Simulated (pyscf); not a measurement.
HF + [F–Ga–F]• -> F–Ga(F)–F + H•, an atom transfer (doublet surface; F–H broken, F–Ga formed). PySCF, gas phase, ωB97X-D3(BJ)/def2-SVP geometries. MP2 and CC: frozen core, UHF for open shells. ΔMP2 is the change of the MP2 total energy from the triple- to the quadruple-zeta basis. Energies in kcal/mol from the separated reactants.

AM1 to PM7: differences of heats of formation from MOPAC. Open shells are spin-unrestricted. 

Problem. In single points PM6 puts the saddle at 21.6 kcal/mol and the reaction energy at +31.1 kcal/mol. Should these be trusted to within a few kcal/mol? Compare with CCSD(T)/def2-TZVPP + ΔMP2(QZVPP).

Solution. CCSD(T)/def2-TZVPP + ΔMP2(QZVPP) gives ΔE‡ = 38.1 kcal/mol and ΔE = +14.9 kcal/mol. PM6 lies 16.4 kcal/mol under it in the barrier and 16.2 kcal/mol over it in the reaction energy, so on this step it does not hold to within 3.0 kcal/mol. At PM6 this geometry lies under one side, so its ΔE‡ may be no barrier of that level. CCSD(T)/def2-TZVPP + ΔMP2(QZVPP) has limits of its own. On the reactant side the descent ends in an adduct with a F–Ga contact (not fully relaxed), 10.5 kcal/mol under the separated species and 45.3 kcal/mol under the saddle at ωB97X-D3(BJ)/def2-TZVP. What is counted as formed (F–Ga) is already present as a longer contact in the reactant adduct; forming that adduct is a step of its own. At ωB97X-D3(BJ) the barrier from the zero used here is 34.8 kcal/mol. This is the saddle that the search found; another between the same sides may lie lower. The angle at the transferred F is 151°. The CCSD(T) − MP2 part came from Ansatz, without density fitting, on the same reference. The frozen core leaves the outer d or s,p core shells of the metals and heavy elements correlated in the MP2 and CC values, and def2-TZVPP describes them poorly, which can shift differences by a few kcal/mol. In the def2 sets elements up to Kr have no core potential.
